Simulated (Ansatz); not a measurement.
# C2H4N+: basis-set convergence

An exercise on one series of results from a longer session: the logs are not shown, and one member is left open.

Computed with Ansatz 0.2.0, Gaussian basis. Level: one geometry, several basis sets.

The runs, in order: PBE0-D4/def2-SVP; ωB97M-V/def2-SVP; PBE0-D4/def2-QZVPP; ωB97M-V/def2-QZVPP; CCSD(T)/cc-pV(D+d)Z; CCSD(T)/cc-pV(T+d)Z; CCSD(T)/cc-pV(Q+d)Z; the functionals' def2-TZVPP values are taken from earlier runs.

**The relaxed structure**

All runs share one geometry, relaxed beforehand with PBE0-D4 in a triple-zeta def2 set.

SMILES `CC#[NH+]`, 7 atoms, charge 1, spin multiplicity 1.

Atoms are counted from 1 here; the program's logs count them from 0.

Bond lengths: C1–C2 1.427 Å, C1–H4 1.095 Å, C1–H5 1.095 Å, C1–H6 1.095 Å, C2–N3 1.137 Å, N3–H7 1.009 Å. Angles: C2–C1–H4 109.0°, C2–C1–H5 109.0°, C2–C1–H6 109.0°, H4–C1–H5 110.0°, H4–C1–H6 110.0°, H5–C1–H6 110.0°, C1–C2–N3 180.0°, C2–N3–H7 180.0°.

Set-up of the first run:

File in.yaml:

```yaml
crystal:
  periodic: [false, false, false]
  atoms:
    - {symbol: C, position_ang: [-0.704541, 0.532546, -0.285445]}
    - {symbol: C, position_ang: [0.378987, -0.286458, 0.153544]}
    - {symbol: N, position_ang: [1.242203, -0.938948, 0.503274]}
    - {symbol: H, position_ang: [-1.503765, -0.109608, -0.668741]}
    - {symbol: H, position_ang: [-0.348913, 1.199216, -1.077351]}
    - {symbol: H, position_ang: [-1.071889, 1.120992, 0.561210]}
    - {symbol: H, position_ang: [2.007918, -1.517749, 0.813498]}
basis:
  gaussian: {orbitals: def2-SVP}
total_charge: 1
hamiltonian: {xc: pbe0, dispersion: d4}
output: {orbitals: {seedname: orbitals}}
```

On the command line:

```console
ansatz run in.yaml --threads 2 --pin off --events-out ev --progress --plain --max-ram 32768MiB --backend cpu
```

Steps of the session up to this table: PBE0-D4 in def2-SVP; ωB97M-V in def2-SVP; PBE0-D4 in def2-QZVPP; ωB97M-V in def2-QZVPP.

One of the session's tables, all rows but one given; the rest of the session is left out.

It belongs to the step «Functionals by basis». 

| functional | basis | HOMO (eV) | LUMO (eV) |
| --- | --- | --- | --- |
| PBE0-D4 | def2-SVP | ? | ? |
| PBE0-D4 | def2-TZVPP | -17.31 | -6.72 |
| PBE0-D4 | def2-QZVPP | -17.31 | -6.74 |
| ωB97M-V | def2-SVP | -19.63 | -4.31 |
| ωB97M-V | def2-TZVPP | -19.60 | -4.36 |
| ωB97M-V | def2-QZVPP | -19.60 | -4.40 |

Estimate the missing values for PBE0-D4, def2-SVP.

As computed: HOMO (eV): -17.35; LUMO (eV): -6.70. In the column «HOMO (eV)» it lies between ωB97M-V, def2-QZVPP (-19.60) and PBE0-D4, def2-TZVPP (-17.31).
